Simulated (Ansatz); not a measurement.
**H2SO (triplet): from Hartree-Fock to the top rungs at distance O1–H3 along a hydrogen transfer = 1.048 Å, cc-pVTZ**

The task here is to estimate one member of a computed series from the others.

Program: Ansatz 0.2.0, Gaussian basis. Level of theory: cc-pVTZ, core rule «outside noble gas», up to 6 orbitals frozen. These are calculated values, not measurements.

Plan: UHF; CCSD(T) on ROHF; CCSD(T) on UHF; BCCD(T) on ROHF; CCSDT(Q) on ROHF; CCSDT(Q) on UHF; CASSCF and NEVPT2, 4 electrons in 4 orbitals; CASSCF and NEVPT2, 14 electrons in 10 orbitals.

### What is computed

The geometry derives from fragments relaxed apart (PBE0/def2-TZVP) and kept rigid, so it is no stationary point. A hydrogen atom is moved between rigid fragments.

4 atoms, charge 0, spin multiplicity 3.

Atoms are counted from 1 here; the program's logs count them from 0.

Bond lengths: O1–H2 0.960 Å, O1–H3 1.048 Å. Angles: H2–O1–H3 105.1°.

The first run:

in.yaml reads:

```yaml
crystal:
  periodic: [false, false, false]
  atoms:
    - {symbol: O, position_ang: [-0.938673, -0.231644, 0.000000]}
    - {symbol: H, position_ang: [-1.187982, 0.694932, 0.000000]}
    - {symbol: H, position_ang: [0.109327, -0.231644, 0.000000]}
    - {symbol: S, position_ang: [2.017327, -0.231644, 0.000000]}
basis:
  gaussian: {orbitals: cc-pVTZ}
magnetization: {spin_polarized: true, initial_magnetization: 2}
hamiltonian: {xc: hf}
output: {orbitals: {seedname: orbitals}}
```

Launch:

```
ansatz run in.yaml --threads 1 --pin off --events-out ev --progress --plain --max-ram 2816MiB --backend cpu
```

Steps of the session up to this table: UHF; CCSD(T) on ROHF; CCSD(T) on UHF; BCCD(T) on ROHF; CCSDT(Q) on ROHF; CCSDT(Q) on UHF; CASSCF and NEVPT2, 4 electrons in 4 orbitals; CASSCF and NEVPT2, 14 electrons in 10 orbitals.

One table of the session follows, with a row left open; its other results are not shown here.

| method | from UCCSDT(Q) (meV) |
| --- | --- |
| ROHF | +11880.6 |
| UHF | +11717.0 |
| RMP2 | +1101.9 |
| UMP2 | +1139.3 |
| RCCSD | ? |
| UCCSD | +415.9 |
| RCCSD(T) | +41.5 |
| UCCSD(T) | +40.3 |
| BCCD(T) | +40.4 |
| RCCSDT | +18.7 |
| UCCSDT | +17.0 |
| RCCSDT(Q) | +2.1 |
| UCCSDT(Q) | 0 |
| CASSCF pair | +11303.8 |
| NEVPT2 pair | +1204.4 |
| CASSCF valence | +10372.1 |
| NEVPT2 valence | +1915.9 |

**Question.** Estimate the row for RCCSD.

As computed: from UCCSDT(Q) (meV): +422.5. In the column «from UCCSDT(Q) (meV)» it lies between UCCSD (+415.9) and RMP2 (+1101.9).

Caveats from the session: Restricted and unrestricted rows rest on different reference determinants; where their highest levels disagree by more than a few hundredths of an eV, they describe different states and don't form one ladder.
